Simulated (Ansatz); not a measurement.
in.yaml

```yaml
crystal:
  periodic: [false, false, false]
  atoms:
    - {symbol: Ge, position_ang: [0.000000, 0.000000, 0.701976]}
    - {symbol: P, position_ang: [0.000000, 0.000000, -1.492532]}
    - {symbol: H, position_ang: [0.000000, 1.107306, -2.362335]}
    - {symbol: H, position_ang: [0.000000, -1.107306, -2.362335]}
basis:
  gaussian: {orbitals: cc-pVDZ}
magnetization: {spin_polarized: false, initial_magnetization: 1}
correlation: {method: ccsdtq, electrons: outside_noble_gas}
```

```sh
$ ansatz run in.yaml --threads 2 --pin off --events-out ev --progress --plain --max-ram 24576MiB --backend cuda --devices 0, --max-vram 18GiB
```

Log:

```
1064 factors; integrals over basis functions are off by at most 1.9e-7 eV
mean field evaluation 1: about -65774.3987 eV, gradient 1.0e1 eV
mean field evaluation 2: about -65774.4174 eV, gradient 1.0e1 eV
mean field evaluation 4: about -65775.1672 eV, gradient 1.6e0 eV
mean field evaluation 8: about -65775.1830 eV, gradient 9.8e-4 eV
mean field evaluation 16: about -65775.1823 eV, gradient 2.5e-1 eV
mean field evaluation 32: about -65772.7515 eV, gradient 2.9e-2 eV
mean field evaluation 64: about -65772.7534 eV, gradient 2.5e-1 eV
mean field -65775.18302898 eV, -2417.1933922948 hartree, gradient 4.2e-6 eV, S^2 0.750000; 4 other end points of the search recorded, 0 dependent functions left out
mean field evaluation 96: about -65774.0122 eV, gradient 5.9e0 eV
determinant -65775.18302898 eV, -2417.1933922948 hartree, with singles and doubles -65781.28423712 eV, -2417.4176075583 hartree
determinant -65773.77454401 eV, -2417.1416314267 hartree, with singles and doubles -65779.81464096 eV, -2417.3636008955 hartree
determinant -65772.75153894 eV, -2417.1040366838 hartree, with singles and doubles -65778.70810546 eV, -2417.3229364660 hartree
19 core orbitals not correlated: weight in the atoms' cores, before any rotation towards them, 1.000 or more for the frozen orbitals, at most 0.000 for the correlated occupied ones
reference -65775.18302898 eV, -2417.1933922948 hartree; 6, 5 occupied and 30, 31 virtual orbitals, 1064 factors
second order -5.11128255 eV of doubles, -0.05342028 eV of singles
cycle   1  -5.80903356 eV  change   -6.4e-1 eV  update   9.2e-2
cycle   2  -6.20536171 eV  change   -4.0e-1 eV  update   4.5e-2
cycle   3  -6.37855873 eV  change   -1.7e-1 eV  update   2.9e-2
cycle   4  -6.37398720 eV  change    4.6e-3 eV  update   1.3e-2
cycle   5  -6.38945638 eV  change   -1.5e-2 eV  update   8.2e-3
cycle   6  -6.39155639 eV  change   -2.1e-3 eV  update   3.6e-3
cycle   7  -6.38859671 eV  change    3.0e-3 eV  update   2.3e-3
cycle   8  -6.38780288 eV  change    7.9e-4 eV  update   1.4e-3
cycle   9  -6.39011377 eV  change   -2.3e-3 eV  update   9.3e-4
cycle  10  -6.38980703 eV  change    3.1e-4 eV  update   5.5e-4
cycle  11  -6.38996113 eV  change   -1.5e-4 eV  update   3.0e-4
cycle  12  -6.38993819 eV  change    2.3e-5 eV  update   1.4e-4
cycle  13  -6.39003252 eV  change   -9.4e-5 eV  update   7.8e-5
cycle  14  -6.39007209 eV  change   -4.0e-5 eV  update   3.9e-5
cycle  15  -6.39007474 eV  change   -2.7e-6 eV  update   2.0e-5
cycle  16  -6.39006416 eV  change    1.1e-5 eV  update   1.2e-5
cycle  17  -6.39005901 eV  change    5.1e-6 eV  update   5.8e-6
cycle  18  -6.39005815 eV  change    8.7e-7 eV  update   3.2e-6
cycle  19  -6.39006059 eV  change   -2.4e-6 eV  update   1.7e-6
cycle  20  -6.39006204 eV  change   -1.5e-6 eV  update   9.5e-7
cycle  21  -6.39006252 eV  change   -4.8e-7 eV  update   6.3e-7
Total energy: -65781.57309150 eV, -2417.4282227610 hartree
```

Ran on 2 threads of AMD EPYC 7R13 with a shared H100 80 GB, shared host: 85 s wall, 0.9 GiB peak host memory.
